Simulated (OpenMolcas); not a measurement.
# How methods differ on AlNH4 (SMILES [NH2][AlH2])

The species is AlNH4 (6 atoms), meant as a singlet with charge 0. As SMILES, `[NH2][AlH2]`. Geometry: a GFN2-xTB relaxation, a rough one for these elements and not checked as a minimum.

Each level gives the vertical energy of the triplet above the singlet (eV). The values are calculated.

```
                                 level                   kind     program  value (eV)  less FCI/STO-3G  CPU time (all runs)
                             HF/STO-3G           Hartree–Fock  OpenMolcas        6.96            -0.24                3.6 s
     HF/STO-3G, open shells restricted           Hartree–Fock  OpenMolcas        7.13            -0.07                4.1 s
                          SVWN5/STO-3G                    LDA  OpenMolcas        6.71            -0.49                 12 s
                          B3LYP/STO-3G          global hybrid  OpenMolcas        7.07            -0.13                 16 s
                         M06-2X/STO-3G        hybrid meta-GGA  OpenMolcas        7.40            +0.20                 18 s
                           PBE0/STO-3G          global hybrid  OpenMolcas        7.04            -0.16                 17 s
                    CASPT2(2,2)/STO-3G         multireference  OpenMolcas        7.48            +0.28                3.5 s
CCSD(T)/STO-3G, open shells restricted  coupled cluster or CI  OpenMolcas        7.20             0.00                5.1 s
    FCI/STO-3G, open shells restricted     exact in the basis  OpenMolcas        7.20             0.00              1.9 min
```

FCI/STO-3G, open shells restricted is exact within its basis and frozen core, so for wave-function methods in that basis the difference is their error; functionals converge differently with the basis, so for them it is only a difference. The values span 6.71 to 7.48 eV. A triplet this far above the singlet is often a Rydberg-like or dissociative state; sets without diffuse functions put Rydberg states too high. All rows use very small basis sets, so even the best lies far from the true value. CPU times are rough (shared hosts, several kinds of processor): they show what a rung costs within a factor of a few.
